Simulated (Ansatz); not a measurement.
# SiH2O2 (SMILES O[Si]O): methods side by side

SiH2O2: 5 atoms, total charge 0, spin state singlet. As SMILES, `O[Si]O`. Geometry: relaxed at PBE0-D4/def2-TZVP. This is one conformer, not always the lowest.

```xyz
5

O    -1.4432   -0.1056   -0.2750
Si   -0.2120   -0.7913    0.5677
O     1.0360    0.1875    0.0686
H    -1.2319    0.6489   -0.8361
H     1.9011   -0.0131    0.4334
```

Quantity: the energy change with the Si2–O3 bond stretched from 1.663 to 2.494 Å, in eV. The values are calculated.

```
                      level                    kind  program  value (eV)  less CCSD(T)/STO-3G  CPU time (all runs)
     HF/STO-3G (restricted)            Hartree–Fock   Ansatz        4.83                +1.42               0.21 s
    PBE/STO-3G (restricted)                     GGA   Ansatz        3.18                -0.23                2.7 s
 r2SCAN/STO-3G (restricted)                meta-GGA   Ansatz        3.47                +0.06                5.5 s
  BHLYP/STO-3G (restricted)           global hybrid   Ansatz        4.19                +0.78                2.2 s
wB97M-V/STO-3G (restricted)  range-separated hybrid   Ansatz        4.04                +0.63                 34 s
  wB97X/STO-3G (restricted)  range-separated hybrid   Ansatz        4.06                +0.65                9.1 s
 B2PLYP/STO-3G (restricted)           double hybrid   Ansatz        3.74                +0.33                3.2 s
    MP2/STO-3G (restricted)     perturbation theory   Ansatz        4.01                +0.60                0.4 s
CCSD(T)/STO-3G (restricted)   coupled cluster or CI   Ansatz        3.41                 0.00               0.65 s
 CCSDTQ/STO-3G (restricted)   coupled cluster or CI   Ansatz        3.39                -0.02                 22 s
```

CCSD(T)/STO-3G (restricted) is the highest level here, not the true value. Its T1 diagnostic reaches 0.043, a sign that one reference may not serve. The first shape isn't each level's own minimum. The values span 3.18 to 4.83 eV. All rows use very small basis sets, so none should be taken for the real molecule's value. In so small a basis fixed costs decide the times, and correlated methods can beat functionals. Times are those of the runs behind each value, whatever else they computed, on shared processors of several kinds: orders of magnitude only.
